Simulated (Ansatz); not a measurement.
**C₂H₂O₂S: one species, many methods**

One table from this session's results is given with a row withheld; the runs are named, their logs left out.

Computed with Ansatz 0.2.0, Gaussian basis. Level: functionals in def2-TZVPP, the program's frozen cores in correlated methods.

Plan: LDA (SPW92), PBE-D4, revPBE-D4, BLYP-D4, r2SCAN-D4, B97M-V, PBE0-D4, B3LYP-D4, r2SCANh-D4, r2SCAN0-D4, HSE06-D4, BHLYP-D4, CAM-B3LYP-D4, LC-ωPBE, ωB97X-V, ωB97M-V, B2PLYP, PBE-QIDH; CCSD(T)/def2-SVP; CCSD(T)/def2-TZVPP; MP2/def2-QZVPP; extrapolation to the limit; RPA on PBE.

## The geometry

The geometry comes from an earlier relaxation with PBE0-D4 in a triple-zeta def2 set; it is a stationary point, not always the lowest conformer.

SMILES `O=C1SC1O`, 7 atoms, charge 0, spin multiplicity 1.

Atoms are counted from 1 here; the program's logs count them from 0.

Bond lengths: O1–C2 1.188 Å, C2–S3 1.742 Å, C2–C4 1.460 Å, S3–C4 1.902 Å, C4–O5 1.357 Å, C4–H6 1.085 Å, O5–H7 0.964 Å. Angles: O1–C2–S3 142.3°, O1–C2–C4 145.1°, S3–C2–C4 72.3°, C2–S3–C4 47.0°, C2–C4–S3 60.8°, C2–C4–O5 123.1°, C2–C4–H6 119.6°, S3–C4–O5 120.8°, S3–C4–H6 112.1°, O5–C4–H6 111.2°, C4–O5–H7 110.1°.

The first run:

Contents of in.yaml:

```yaml
crystal:
  periodic: [false, false, false]
  atoms:
    - {symbol: O, position_ang: [-0.595329, 1.981098, 0.080474]}
    - {symbol: C, position_ang: [-0.278056, 0.883194, 0.405168]}
    - {symbol: S, position_ang: [0.589422, 0.005238, 1.635167]}
    - {symbol: C, position_ang: [-0.232608, -0.519074, 0.001771]}
    - {symbol: O, position_ang: [0.514683, -0.966981, -1.039108]}
    - {symbol: H, position_ang: [-1.097303, -1.152733, 0.166163]}
    - {symbol: H, position_ang: [1.160492, -0.298641, -1.295334]}
basis:
  gaussian: {orbitals: def2-TZVPP}
hamiltonian: {xc: lda}
output: {orbitals: {seedname: orbitals}}
```

Steps of the session up to this table: LDA; PBE-D4 (GGA); revPBE-D4 (GGA); BLYP-D4 (GGA); r2SCAN-D4 (meta-GGA); B97M-V (meta-GGA); PBE0-D4 (hybrid); B3LYP-D4 (hybrid); r2SCANh-D4 (hybrid); r2SCAN0-D4 (hybrid); HSE06-D4 (hybrid); BHLYP-D4 (hybrid); CAM-B3LYP-D4 (range-separated); LC-ωPBE (range-separated); ωB97X-V (range-separated); ωB97M-V (range-separated); B2PLYP (double hybrid); PBE-QIDH (double hybrid).

One table of the session follows, with a row left open; its other results are not shown here.

It belongs to the step «Orbital energies across the functionals». 

```
  functional  HOMO (eV)  LUMO (eV)  gap (eV)
 LDA (SPW92)      -6.38      -2.68      3.70
      PBE-D4      -6.20      -2.43      3.77
   revPBE-D4      -6.13      -2.33      3.79
     BLYP-D4      -6.09      -2.29      3.80
   r2SCAN-D4      -6.48      -2.28      4.21
      B97M-V      -6.58      -2.15      4.43
     PBE0-D4      -7.62      -1.46      6.16
    B3LYP-D4      -7.40      -1.69      5.71
  r2SCANh-D4      -7.01      -1.92      5.10
  r2SCAN0-D4      -7.81      -1.37      6.45
    HSE06-D4      -7.22      -1.84      5.38
    BHLYP-D4      -8.95      -0.33      8.63
CAM-B3LYP-D4      -8.99      -0.30      8.69
     LC-ωPBE          ?          ?         ?
     ωB97X-V      -9.93       0.82     10.75
     ωB97M-V      -9.82       0.77     10.59
```

Estimate the missing values for LC-ωPBE.

**Answer.** HOMO (eV): -10.26; LUMO (eV): 0.86; gap (eV): 11.11. In the column «HOMO (eV)» it is the lowest.
